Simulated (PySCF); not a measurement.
Start geometry of boron trihydride, `B` from GFN2-xTB (Å):
```
atom  x, y, z in Å
B1     0.0053    0.0015   -0.0124
H2    -0.1476    1.1559   -0.0231
H3    -0.9196   -0.7065   -0.0154
H4     1.0824   -0.4414    0.0052
```

**Question.** What comes out of this run: PBE0-D3(BJ)/def2-SVP geometry optimisation, gas phase (PySCF)?

**Answer.** 
```
atom  x, y, z in Å
B1     0.0051    0.0021   -0.0130
H2    -0.1529    1.1983   -0.0233
H3    -0.9519   -0.7326   -0.0154
H4     1.1202   -0.4583    0.0060
```

The energy falls by 0.067 eV over 4 energy and gradient evaluations, the largest force component goes from 0.0215 to 4.4e-04 Eh/bohr, and the atoms move by 0.036 Å rms after alignment. Among the bonds, B1–H2, B1–H3 and B1–H4 change most and about equally (+0.042 Å). Bonds longer at the end by more than 0.005 Å: 3 of 3; shorter: 0. Rotational constants go from 247016, 245896, 123228 to 229760, 229528, 114823 MHz. The orientation of the end geometry is arbitrary; only internal coordinates are fixed.

The run used 29 basis functions and 18 SCF cycles in all. On one thread of an Arm Neoverse V1, on a shared host, this took 1.1 s of wall time.

Whether it is a minimum is left open (no frequencies).
